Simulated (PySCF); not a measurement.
## One molecule, many functionals

P₂.
SMILES with atom numbers: `[P:1]#[P:2]`

Structure used (PBE0-D3(BJ)/def2-SVP), in Å, numbered top down from 1:
```xyz
2
P2 angstrom
P      0.9693   -0.0838    0.0082
P     -0.9196   -0.0039   -0.0304
```

Linear-response calculations in the def2-SVPD basis (PySCF; singlets by full response, triplets Tamm–Dancoff, core orbitals frozen in the response; HF means time-dependent Hartree–Fock). 'Strongest' is the level of largest summed f among the singlets computed (10 roots, of which the last may lack a degenerate partner); it can jump between rows when another state enters that window. S1 is the lowest singlet of each run and needn't be the same state throughout; f(S1) is that of one state. Geometry: PBE0-D3(BJ)/def2-SVP; no solvent, vibrations or thermal averaging.

```tsv
functional	kind	S1 (eV)	f(S1)	strongest (eV)	T1 (eV)	HOMO (eV)	gap (eV)	ionisation energy, ΔSCF (eV)
LDA	LDA	3.77	0.000	7.92	2.97	-7.15	3.77	10.79
PBE	GGA	3.78	0.000	7.91	2.76	-7.05	3.78	10.57
B3LYP	global hybrid, 20% exact exchange	3.58	0.000	7.86	2.65	-7.74	5.14	10.49
PBE0	global hybrid, 25% exact exchange	3.62	0.000	8.09	2.57	-8.07	5.56	10.54
BHandHLYP	global hybrid, 50% exact exchange	3.35	0.000	6.40	2.43	-8.77	7.27	10.26
wB97X-D	range-separated hybrid	3.43	0.000	8.14	2.63	-9.86	9.04	10.56
LC-wPBE	range-separated hybrid	3.25	0.000	8.36	2.35	-10.58	10.19	10.49
HF	Hartree–Fock	2.89	0.000	6.46	1.81	-10.04	10.79	not settled
```

Problem. What does CAM-B3LYP (range-separated hybrid) give?

Solution. S1 (eV) 3.38, f(S1) 0.000, strongest (eV) 6.36, T1 (eV) 2.52, HOMO (eV) -9.15, gap (eV) 7.83, ionisation energy, ΔSCF (eV) 10.41. S1 runs from 2.89 eV (HF) to 3.78 eV (PBE), a spread of 0.88 eV, while the orbital gap spreads over 7.0 eV. −ε(HOMO) comes closest to its own ΔSCF ionisation energy with LC-wPBE (+0.09 eV) and misses most with LDA (-3.64 eV). 'Not settled' means that the ion's SCF failed to converge or may have ended in another state than the lowest.
